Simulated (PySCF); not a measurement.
# Name the molecule from its bond curve

A diatomic of charge 0 contains B. Its triplet curve at PBE0 in a double-zeta basis (spin-free X2C with a Gaussian nucleus, PySCF), in eV from the separated fragments:

(R (Å), E (eV)): (1.502, -2.337), (1.571, -3.056), (1.641, -3.455), (1.694, -3.597), (1.746, -3.634), (1.798, -3.591), (1.868, -3.441), (1.956, -3.153), (2.060, -2.730), (2.200, -2.132)

The fit gives ωe = 1000 cm⁻¹ and the rotational constant Bₑ = 0.6840 cm⁻¹.

Question: Which atom is the partner?

Answer: The minimum lies at 1.742 Å, so the reduced mass is 16.8576 u Å² cm⁻¹/(Bₑ·Re²) = 8.122 u. With B at 11.01 u the partner weighs about 31.0 u: P. The molecule is BP.

The state was picked by a PBE0 search and need not be the measured ground state.
